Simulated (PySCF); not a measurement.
NH3.
SMILES: `N`

Level of theory: PBE0/pcSseg-1 in PySCF (dipole) on a GFN2-xTB geometry, gas phase.

Take the most abundant isotopes and a rigid rotor. 

Q: Give the principal moments of inertia and the rotational constants in MHz.

A: Ia = 1.68, Ib = 1.68, Ic = 2.69 u·Å²; 505379 MHz·u·Å²/I gives A = 300662, B = 300485, C = 187609 MHz.

Q: What kind of rotor is it?

A: An oblate symmetric top, as the point group C3v requires two equal moments; the computed ones differ by 0.06 % because the geometry is symmetric only within the optimiser's tolerance. Ray's parameter κ = (2B − A − C)/(A − C) = 0.997; −1 is the prolate and +1 the oblate limit.

Q: What does the inertial defect say?

A: Not planar: Δ = Ic − Ia − Ib = -0.67 u·Å². For a rigid frame Δ = −2 Σ m c², so Σ m c² = 0.33 u·Å² lies off the ab plane: 0.28 from hydrogen and 0.06 from heavier atoms. The atom farthest from that plane is 0.30 Å away.

Q: Give the other two planar moments, Paa and Pbb, and the rms extents of the mass along the axes.

A: Paa = Σ m a² = (Ib + Ic − Ia)/2 = 1.35 and Pbb = Σ m b² = (Ia + Ic − Ib)/2 = 1.35 u·Å². With the mass M = 17.03 u, the rms extents √(P/M) along a, b and c are 0.28, 0.28, 0.14 Å.

Q: Where do the R-branch lines fall?

A: The dipole of 1.74 D lies along the symmetry axis, so ΔK = 0 and J+1 ← J falls at 2B(J+1) for every K: 601.15 GHz, 1202.29 GHz, 1803.44 GHz, 2404.59 GHz, 3005.73 GHz for J = 0 to 4. Inversion tunnelling, which a rigid rotor lacks, splits the real lines of ammonia.

Q: Estimate the classical rotational partition function at 200 K and 298.15 K.

A: Point group C3v, symmetry number σ = 3; q = (√π/σ)·√((kT/h)³/(ABC)), k/h = 20836.6 MHz/K: 38.6 at 200 K, 70.3 at 298.15 K.

GFN2-xTB frequencies: not computed here. Constants of a rigid frame at the computed geometry: no zero-point averaging, no centrifugal distortion.
